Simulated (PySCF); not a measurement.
Geometry:
```csv
atom,x (Å),y (Å),z (Å)
C1,-1.471,-0.364,0.568
N2,-0.157,-0.076,0.062
C3,0.412,1.109,-0.202
N4,1.634,0.940,-0.655
C5,1.764,-0.406,-0.647
N6,0.704,-1.063,-0.221
H7,-1.398,-0.903,1.513
H8,-1.999,0.575,0.726
H9,-2.022,-0.974,-0.148
H10,-0.094,2.051,-0.050
H11,2.660,-0.919,-0.963
```

One conformer, relativity neglected, no solvent, averaged over atoms made equivalent by symmetry, fast rotation or ring inversion. NMR shieldings at B97-2/pcSseg-2/GIAO; geometry from PBE0-D3(BJ)/def2-TZVP; PySCF 2.14.0 with density-fitted response routines.

Shifts are taken against calculated references (same method and geometry level): ¹³C, ¹H vs TMS; ¹⁵N against NH3.

```csv
atoms,nucleus,count,δ (ppm)
H11,¹H,1,?
N6,¹⁵N,1,328.7
C3,¹³C,1,148.9
H10,¹H,1,7.83
C1,¹³C,1,?
N2,¹⁵N,1,230.8
N4,¹⁵N,1,287.1
C5,¹³C,1,160.6
H7/H8/H9,¹H,3,?
```

Fill in the missing shifts.

Results:


- C1: 37.8 ppm, methyl carbon bonded to N; the inductive effect lowers its shielding
- H11: 8.00 ppm, hydrogen on an aromatic CH between two ring heteroatoms; ring-current deshielding
- H7/H8/H9: 3.78 ppm, hydrogen on a methyl carbon bonded to N; its carbon carries N, hence the downfield position

Shifts are as computed. Against solution values, carbons near 30 ppm lie about +3 ppm off and those near 130 ppm about +7 ppm. Of 1211 compounds with measured shifts, 218 miss one by over three times the rms of a fit or turn the order of signals round; such compounds aren't used in these exercises. Experimental scales use liquid or dissolved standards, which lie at an offset from isolated NH3 (liquid NH3: subtract about 20 ppm). Unscaled 15N shifts of sp2 nitrogen come out 20 to 40 ppm too high even then.
